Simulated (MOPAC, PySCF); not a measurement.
H2O, SMILES `O`, neutral singlet in the gas phase. 

Cartesian coordinates (Å):
SMILES: O
```xyz
3

O      0.0072     0.3988     0.0000
H     -0.7575    -0.1858     0.0000
H      0.7503    -0.2129     0.0000
```
Charge 0, multiplicity 1.

All levels are single points at this geometry (PBE0-D3(BJ)/def2-SVP); Pople sets use spherical d functions. Orbital energies aren't observables, and empty levels follow the basis.

B3LYP/3-21G in PySCF gives gap (eV) = 9.73.

Problem. Estimate the gap (eV) from each of these levels: PBE-D3(BJ)/def2-TZVP in PySCF; PBE0-D3(BJ)/def2-TZVP in PySCF; PBE/6-31G* in PySCF; SVWN5/6-31G* in PySCF; HF/3-21G in PySCF; AM1 in MOPAC; PM3 in MOPAC; PM7 in MOPAC.

Solution. 
| level | gap (eV) |
|---|---|
| PBE-D3(BJ)/def2-TZVP in PySCF | 6.93 |
| PBE0-D3(BJ)/def2-TZVP in PySCF | 9.73 |
| PBE/6-31G* in PySCF | 7.43 |
| SVWN5/6-31G* in PySCF | 7.44 |
| HF/3-21G in PySCF | 20.19 |
| AM1 in MOPAC | 16.88 |
| PM3 in MOPAC | 16.40 |
| PM7 in MOPAC | 16.09 |
